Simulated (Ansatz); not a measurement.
The cluster Na₂O (the lowest singlet isomer of a short search) was relaxed with PBE-D4 (def2-TZVP) in Ansatz in these states: neutral quintet, neutral singlet, neutral triplet. The geometries follow in no particular order.

A:

```xyz
3

Na    1.102    0.665    1.677
Na   -1.331   -0.491   -1.566
O     0.230   -0.174   -0.110
```

B:

```tsv
atom	x (Å)	y (Å)	z (Å)
Na1	-0.868	1.687	0.434
Na2	0.573	-1.781	-0.534
O3	0.295	0.094	0.101
```

C:

```xyz
3

Na   -2.6016   -0.9254   -1.5271
Na    2.5914    0.9383    1.5366
O     0.0102   -0.0128   -0.0095
```

Q: Judge from the bond lengths which geometry belongs to which state (an estimate).

A: A is the neutral triplet (Na1–Na2 4.216 Å, Na1–O3 2.158 Å, Na2–O3 2.158 Å); B is the neutral singlet (Na1–Na2 3.879 Å, Na1–O3 2.000 Å, Na2–O3 2.000 Å); C is the neutral quintet (Na1–Na2 6.311 Å, Na1–O3 3.156 Å, Na2–O3 3.156 Å).

At PBE0-D4/def2-TZVP a singlet lies 0.77 eV below the neutral triplet. At PBE0-D4/def2-TZVP a singlet lies 4.36 eV below the neutral quintet. These are the stationary points nearest to one start from a short search; other shapes may lie lower in each state. The neutral quintet has come apart into loosely held pieces.
